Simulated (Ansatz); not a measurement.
C3H5NO can be A, `NC1CC1=O`, or B, `COC#CN`.

Computed with Ansatz on PBE0-D4/def2-TZVP structures; ΔE is electronic, products minus reactants. CBS: MP2 limit from def2 TZ/QZ plus the TZ coupled-cluster correction, frozen cores. Functionals use def2-TZVPP. B3LYP here is the variant with VWN-RPA as its local correlation; programs differ in this. One conformer a species, not always the lowest.

(1) Which isomer does CCSD(T)/CBS put lower? Give the gap. (An estimate is asked.)

(2) Give E(B) − E(A) in kcal/mol with B3LYP-D4, CCSD/def2-TZVPP, B3LYP, CCSD(T)/def2-TZVPP, PBE0-D4, LDA (SPW92), MP2/def2-TZVPP. (Best estimate.)

(3) Does the order hold for the free energy at 298.15 K (harmonic terms from PBE0-D4)? (Best estimate.)

Largest T1 diagnostic: 0.014.

Answers

(1) Computed: A, by 21.0 kcal/mol.

(2) Computed: B3LYP-D4 19.0, CCSD/def2-TZVPP 20.9, B3LYP 18.1, CCSD(T)/def2-TZVPP 21.5, PBE0-D4 23.8, LDA (SPW92) 23.1, MP2/def2-TZVPP 21.4. None reverses the order clearly.

(3) The calculation gave: Yes: G(B) − G(A) = +20.5 kcal/mol, for one conformer each.

At CCSD(T), def2-SVP lies +2.2 kcal/mol from the extrapolated value and def2-TZVPP +0.5 kcal/mol. Leaving LDA and LC-ωPBE aside and taking each functional with its dispersion term where it has one, the values, not all of them listed here, spread over 6.5 kcal/mol, from BHLYP-D4 to revPBE-D4.
